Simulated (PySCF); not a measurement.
# Mg: ionisation energy

Mg [Ne] 3s2 (1S) → Mg⁺ [Ne] 3s1 (2S), as a difference of total energies. Calculation: PySCF 2.14, in jorge-DZP-DKH (7s4p1d, 24 functions); the spin-free X2C one-electron Hamiltonian (Gaussian nucleus). Correlated levels: valence: [Ne] frozen. The calculations carry no spin-orbit coupling.

Order these methods by the ionisation energy they give, lowest first.
A. UHF
B. SCS-MP2 (valence)
C. MP2 (valence)
D. r2SCAN

A (6.610 eV), C (7.179 eV), B (7.293 eV), D (7.374 eV).

Errors of the correlated levels include the incompleteness of this basis and the frozen core.

With two correlated electrons CCSD is exact in that space.

For comparison: 7.646 eV (measured; NIST Atomic Spectra Database, ionization energies).
